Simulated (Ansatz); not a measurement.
# CH4S (triplet): from Hartree-Fock to the top rungs at distance C1–H5 along a hydrogen transfer = 1.498 Å, cc-pVDZ

An exercise on one series of results from a longer session: the logs are not shown, and one member is left open.

The runs use Ansatz 0.2.0, Gaussian basis; cc-pVDZ, core rule «outside noble gas», up to 6 orbitals frozen.

Plan: UHF; CCSD(T) on ROHF; CCSD(T) on UHF; BCCD(T) on ROHF; CISD; CCSDT(Q) on ROHF; CCSDT(Q) on UHF; CASSCF and MRCISD+Q, 4 electrons in 4 orbitals; CASSCF and NEVPT2, 4 electrons in 4 orbitals.

5 further runs of the same task are left out: 1 for a mislabelled method, 2 that didn't finish, 2 set aside as unsound or not needed.

### What is computed

The geometry derives from fragments relaxed apart (PBE0/def2-TZVP) and kept rigid, so it is no stationary point. A hydrogen atom is moved between rigid fragments.

6 atoms, charge 0, spin multiplicity 3.

Atoms are counted from 1 here; the program's logs count them from 0.

Bond lengths: C1–H2 1.090 Å, C1–H3 1.090 Å, C1–H4 1.090 Å. Angles: H2–C1–H3 109.5°, H2–C1–H4 109.5°, H3–C1–H4 109.5°.

The first run:

The input, in.yaml:

```yaml
crystal:
  periodic: [false, false, false]
  atoms:
    - {symbol: C, position_ang: [-2.131450, 0.000000, 0.000000]}
    - {symbol: H, position_ang: [-2.494656, 1.027301, 0.000000]}
    - {symbol: H, position_ang: [-2.494656, -0.513650, 0.889668]}
    - {symbol: H, position_ang: [-2.494656, -0.513650, -0.889669]}
    - {symbol: H, position_ang: [-0.633450, 0.000000, 0.000000]}
    - {symbol: S, position_ang: [1.053550, 0.000000, 0.000000]}
basis:
  gaussian: {orbitals: cc-pVDZ}
magnetization: {spin_polarized: true, initial_magnetization: 2}
hamiltonian: {xc: hf}
output: {orbitals: {seedname: orbitals}}
```

Started as:

```sh
$ ansatz run in.yaml --threads 1 --pin off --events-out ev --progress --plain --max-ram 2393MiB
```

Among the steps run: UHF; CCSD(T) on ROHF; CCSD(T) on UHF; BCCD(T) on ROHF; CISD; CCSDT(Q) on ROHF; CCSDT(Q) on UHF; CASSCF and MRCISD+Q, 4 electrons in 4 orbitals; CASSCF and NEVPT2, 4 electrons in 4 orbitals.

One table of the session follows, with a row left open; its other results are not shown here.

| method | from UCCSDT(Q) (kcal/mol) |
| --- | --- |
| ROHF | +202.53 |
| UHF | +192.46 |
| RMP2 | +30.58 |
| UMP2 | +33.60 |
| CISD | +23.80 |
| RCCSD | +5.62 |
| UCCSD | +5.32 |
| RCCSD(T) | +0.86 |
| UCCSD(T) | +0.95 |
| BCCD(T) | +0.90 |
| RCCSDT | +0.29 |
| UCCSDT | +0.26 |
| RCCSDT(Q) | +0.01 |
| UCCSDT(Q) | 0 |
| CASSCF pair | ? |
| NEVPT2 pair | +29.08 |
| MRCISD pair | +19.31 |
| MRCISD+Q pair | +1.86 |

**Question.** Estimate the row for CASSCF pair.

As computed: from UCCSDT(Q) (kcal/mol): +182.34. In the column «from UCCSDT(Q) (kcal/mol)» it lies between UMP2 (+33.60) and UHF (+192.46).

Limits of these values: Restricted and unrestricted rows rest on different reference determinants; where their highest levels disagree by more than a few hundredths of an eV, they describe different states and don't form one ladder.
